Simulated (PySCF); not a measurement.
Geometries of 2 isomers of C4H9O (doublet state), from PBE0-D3(BJ)/def2-SVP geometry optimisation, gas phase (PySCF). One conformer each, no zero-point energy, no frequencies.

**Question.** Which is lower in electronic energy at this level?
A.
```xyz
14
angstrom
C     -2.375    0.693    0.415
C     -1.141    0.175   -0.211
O     -0.249   -0.252    0.775
C      0.915   -0.866    0.296
C      1.932    0.103   -0.281
H     -2.432    0.778    1.501
H     -3.198    1.051   -0.206
H     -1.380   -0.664   -0.909
H     -0.687    0.960   -0.861
H      0.658   -1.642   -0.455
H      1.353   -1.392    1.160
H      1.560    0.605   -1.187
H      2.856   -0.429   -0.554
H      2.185    0.878    0.459
```
B.
```xyz
14
angstrom
C      2.370    0.145   -0.057
C      0.943    0.460    0.176
O      0.197   -0.566    0.650
C     -1.169   -0.294    0.858
C     -1.955   -0.244   -0.436
H      2.918   -0.067    0.884
H      2.874    0.986   -0.555
H      2.474   -0.749   -0.693
H      0.630    1.467    0.491
H     -1.542   -1.100    1.508
H     -1.278    0.657    1.415
H     -1.857   -1.193   -0.983
H     -1.586    0.564   -1.086
H     -3.022   -0.066   -0.235
```

**Answer.** B. That is `C[CH]OCC` [radical], 10.7 kcal/mol below the other.

| SMILES | atoms numbered as above | E (Eh) | relative (kcal/mol) | relative (kJ/mol) | dipole (D) | ⟨S²⟩ |
| --- | --- | --- | --- | --- | --- | --- |
| C[CH]OCC | [CH3:1][CH:2][O:3][CH2:4][CH3:5] | -232.56364 | 0.0 | 0.0 | 1.08 | 0.754 |
| [CH2]COCC | [CH2:1][CH2:2][O:3][CH2:4][CH3:5] | -232.54658 | 10.7 | 44.8 | 1.34 | 0.755 |
